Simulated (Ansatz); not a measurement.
Relaxing AgBiBr₄

Computed with DFT PBE, scalar-relativistic, plane waves, PAW (Ansatz 0.2.0). Cutoff 420 eV, Γ-centred k mesh, Gaussian smearing, no spin polarisation in the final step.

A relaxed cell is given with its space group left out.

```yaml
crystal:
  lattice:
    - [0.00000, 4.43979, 4.43979]
    - [4.43979, 0.00000, 4.43979]
    - [4.43979, 4.43979, 0.00000]
  atoms:
    - { symbol: Ag, position: [0.75000, 0.75000, 0.75000] }
    - { symbol: Bi, position: [0.00000, 0.00000, 0.00000] }
    - { symbol: Br, position: [0.87232, 0.37589, 0.37589] }
    - { symbol: Br, position: [0.37589, 0.37589, 0.37589] }
    - { symbol: Br, position: [0.37589, 0.87232, 0.37589] }
    - { symbol: Br, position: [0.37589, 0.37589, 0.87232] }
```

The zero of energy is the elements' standard structures at the same level; no fitted shifts are applied.

Problem. What space group does it have?

Solution. F-43m (No. 216). Conventional cell: a = 8.880 Å. Around Ag lie 12 Br at 3.68 Å and 4 Bi at 3.84 Å; Bi has 12 Br at 3.68 Å and 4 Ag at 3.84 Å; Br has 6 Br at 3.12–3.16 Å, 3 Ag at 3.68 Å and 3 Bi at 3.68 Å.

Problem. How far does it lie from the elements in energy?

Solution. 0.57 eV/atom.

Problem. Is it a metal?

Solution. Yes, bands cross the Fermi level on the 8×8×8 mesh.

The final run used a 8×8×8 mesh on its 6-atom cell and 0.10 eV smearing. The k mesh leaves about 4 meV/atom of noise in metals. Spin–orbit coupling is left out. The cell came from a trial start, so AgBiBr₄ may not exist in this structure.

Cost: 3 runs of about 2.5 core-minutes in all, on Arm Neoverse V1 (shared hosts).